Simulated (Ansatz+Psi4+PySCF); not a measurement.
```csv
atom,x (Å),y (Å),z (Å)
B,0.0000,0.0000,0.0000
F,0.0000,1.3218,0.0000
F,1.1447,-0.6609,0.0000
F,-1.1447,-0.6609,0.0000
```

Basis set: cc-pVTZ (spherical functions). Correlated methods keep 4 orbitals frozen. Charge 0, multiplicity 1.

Computed with Ansatz (development build ahead of 0.2.0); free ground-state atoms in the same class of orbitals, no zero-point energy, no relativity.

The atomization energy of singlet BF3 from measured heats of formation, zero-point and thermal terms removed is 20.389 eV (G2/97 set, Curtiss et al., J. Chem. Phys. 106, 1063 (1997), as shipped with ASE); it holds spin-orbit and other relativistic effects.

Q: How far do RHF-CCSD(T), RHF-CCSD, RHF-MP2 miss it in this basis?

A:

```tsv
method	atomization energy (eV)	computed − measured (eV)
RHF-CCSD(T)	19.911	-0.478
RHF-CCSD	19.576	-0.813
RHF-MP2	21.036	0.647
```
